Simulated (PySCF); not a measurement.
## SiH₄, singlet: reading a ladder of total energies

Geometry: a point of a breathe scan, not a stationary point.

```xyz
5

Si    0.0000    0.0000    0.0000
H     1.4917    1.4968    1.4935
H    -1.4982   -1.4893    1.4945
H    -1.4898    1.4912   -1.5010
H     1.4962   -1.4987   -1.4870
```

Basis 6-31G; PySCF 2.14.0. Only valence electrons are correlated (noble-gas cores frozen), which leaves 8 electrons in 16 orbitals. R marks a restricted (for open shells ROHF) determinant.

Full CI is exact within this basis and frozen core; it isn't the basis-set limit.

| level | total energy (hartree) |
| --- | --- |
| RHF | -290.693275 |
| RMP2 | -290.828687 |
| RCCSD | -290.908931 |
| RCCSD(T) | -290.927258 |
| RCCSDT | -290.934091 |
| RCCSDT(Q) | -290.936784 |
| full CI | -290.937159 |

Q: What is the correlation energy at full CI, and what share of it do RMP2 and RCCSD recover?

A: E(corr) = -290.937159 − (-290.693275) = -0.243884 hartree = -6.636 eV. RMP2: -0.135412 / -0.243884 = 55.52 %. RCCSD: -0.215656 / -0.243884 = 88.43 %.

Q: By how many kcal/mol does RCCSD(T) miss full CI (1 hartree = 627.509 kcal/mol), and which steps make up the rest?

A: -290.927258 − (-290.937159) = 0.009901 hartree = 6.21 kcal/mol. Steps: RCCSDT − RCCSD(T) = -4.29, RCCSDT(Q) − RCCSDT = -1.69, full CI − RCCSDT(Q) = -0.24 kcal/mol. With more than one leading determinant such errors change with state and geometry, and needn't cancel in differences.
